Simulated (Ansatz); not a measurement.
`FC(F)=CCl`, relaxed with RKS PBE-D4/def2-SVP in the Gaussian-basis code of Ansatz from a rough embedded geometry. The force threshold is 0.03 eV/Å; the program also tests the step.

Total charge 0; spin multiplicity 1.

Start:

```xyz
6

F     0.751   -0.781    1.558
C     0.044   -0.582    0.377
F    -0.621   -1.629   -0.172
C     0.094    0.586   -0.230
Cl   -0.797    0.912   -1.706
H     0.528    1.494    0.173
```

```csv
step,energy (eV),largest force (eV/Å),largest move (Å)
1,-20022.9793,2.290,0.000
2,-20023.1983,1.273,0.077
3,-20023.2474,0.662,0.053
4,-20023.2526,0.485,0.022
5,-20023.2627,0.081,0.025
6,-20023.2638,0.073,0.011
7,-20023.2641,0.017,0.008
```

End:

```xyz
6

F     0.692   -0.803    1.492
C     0.050   -0.570    0.357
F    -0.560   -1.651   -0.088
C     0.040    0.632   -0.243
Cl   -0.802    0.917   -1.722
H     0.580    1.476    0.205
```

Run time 5 s (4 threads of an Intel Xeon Platinum 8488C on a shared host); peak host memory 0.17 GiB.
